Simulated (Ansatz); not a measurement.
**C₂H₂Cl₂O: small, medium and large basis sets**

An exercise on one series of results from a longer session: the logs are not shown, and one member is left open.

Method: one geometry, several basis sets; program: Ansatz 0.2.0, Gaussian basis.

Levels to be run: PBE0-D4/def2-SVP; ωB97M-V/def2-SVP; PBE0-D4/def2-QZVPP; ωB97M-V/def2-QZVPP; the functionals' def2-TZVPP values are taken from earlier runs.

## The geometry

The geometry comes from an earlier relaxation with PBE0-D4 in a triple-zeta def2 set; it is a stationary point, not always the lowest conformer.

SMILES `ClC1(Cl)CO1`, 7 atoms, charge 0, spin multiplicity 1.

Atoms are counted from 1 here; the program's logs count them from 0.

Bond lengths: Cl1–C2 1.749 Å, C2–Cl3 1.749 Å, C2–C4 1.452 Å, C2–O5 1.367 Å, C4–O5 1.442 Å, C4–H6 1.085 Å, C4–H7 1.085 Å. Angles: Cl1–C2–Cl3 112.1°, Cl1–C2–C4 120.6°, Cl1–C2–O5 116.5°, Cl3–C2–C4 120.6°, Cl3–C2–O5 116.5°, C4–C2–O5 61.4°, C2–C4–O5 56.4°, C2–C4–H6 118.9°, C2–C4–H7 118.9°, O5–C4–H6 114.9°, O5–C4–H7 114.9°, H6–C4–H7 117.7°, C2–O5–C4 62.2°.

Geometry (Å):

```mol
C2H2Cl2O
  3D, bonds by distance, orders not assigned

  7  7  0  0  0  0  0  0  0  0999 V2000
   -1.1327   -1.3891    1.1393 Cl  0  0
    0.1265   -0.5421    0.2705 C   0  0
    1.3290   -1.6339   -0.3774 Cl  0  0
   -0.1522    0.7224   -0.3860 C   0  0
    0.5933    0.6078    0.8425 O   0  0
   -1.1390    1.1617   -0.2819 H   0  0
    0.4365    1.0050   -1.2527 H   0  0
  1  2  8  0
  2  3  8  0
  2  4  8  0
  4  5  8  0
  4  6  8  0
  4  7  8  0
  2  5  8  0
M  END
```

Set-up of the first run:

The input, in.yaml:

```yaml
crystal:
  periodic: [false, false, false]
  atoms:
    - {symbol: Cl, position_ang: [-1.132682, -1.389059, 1.139341]}
    - {symbol: C, position_ang: [0.126485, -0.542134, 0.270482]}
    - {symbol: Cl, position_ang: [1.328968, -1.633906, -0.377405]}
    - {symbol: C, position_ang: [-0.152227, 0.722405, -0.385989]}
    - {symbol: O, position_ang: [0.593311, 0.607837, 0.842495]}
    - {symbol: H, position_ang: [-1.139017, 1.161726, -0.281944]}
    - {symbol: H, position_ang: [0.436461, 1.005030, -1.252679]}
basis:
  gaussian: {orbitals: def2-SVP}
hamiltonian: {xc: pbe0, dispersion: d4}
output: {orbitals: {seedname: orbitals}}
```

On the command line:

```
> ansatz run in.yaml --threads 2 --pin off --events-out ev --progress --plain --max-ram 4352MiB
```

Among the steps run: PBE0-D4 in def2-SVP; ωB97M-V in def2-SVP; PBE0-D4 in def2-QZVPP; ωB97M-V in def2-QZVPP.

One table of the session follows, with a row left open; its other results are not shown here.

It belongs to the step «Density functionals: the series». 

```
functional       basis  HOMO (eV)  LUMO (eV)
   PBE0-D4    def2-SVP      -8.62       0.50
   PBE0-D4  def2-TZVPP          ?          ?
   PBE0-D4  def2-QZVPP      -8.78      -0.40
   ωB97M-V    def2-SVP     -10.85       2.89
   ωB97M-V  def2-TZVPP     -11.01       2.07
   ωB97M-V  def2-QZVPP     -11.06       1.70
```

Estimate the missing values for PBE0-D4, def2-TZVPP.

**Answer.** HOMO (eV): -8.74; LUMO (eV): -0.18. In the column «HOMO (eV)» it lies between PBE0-D4, def2-QZVPP (-8.78) and PBE0-D4, def2-SVP (-8.62).
